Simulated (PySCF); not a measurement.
P5H5.
SMILES: `[pH]1[pH][pH][pH][pH]1`

The closed-shell ground state was solved at several levels (PySCF, density fitting, gas phase, non-relativistic). Geometry: GFN2-xTB; no solvent, vibrations or thermal averaging.

| level | basis functions | total energy (Eh) | HOMO (eV) | LUMO (eV) | gap (eV) | dipole (D) |
| --- | --- | --- | --- | --- | --- | --- |
| PBE0/pcSseg-1 | 145 | -1709.0670 | -6.82 | -1.18 | 5.64 | 1.07 |
| PBE0/def2-SVPD | 160 | -1708.6325 | -6.67 | -1.09 | 5.58 | 0.77 |

Q: Estimate the row for B3LYP/def2-SVPD, a basis of 160 functions; the other rows only guide the guess.

A: Total energy -1709.3526 Eh, HOMO -6.46 eV, LUMO -1.22 eV, gap 5.24 eV, dipole 0.72 D.

Q: Over all these levels, which gives the widest orbital gap and which the narrowest?

A: PBE0/pcSseg-1 (global hybrid, 25 % exact exchange) has the widest, 5.64 eV, and B3LYP/def2-SVPD (global hybrid, 20 % exact exchange) the narrowest, 5.24 eV. Functional and basis both differ between the two, so the spread mixes both effects.

Q: How far do the dipole and the HOMO energy spread over the levels?

A: The dipole runs from 0.72 to 1.07 D (mean 0.85 D) and the HOMO from -6.82 to -6.46 eV.
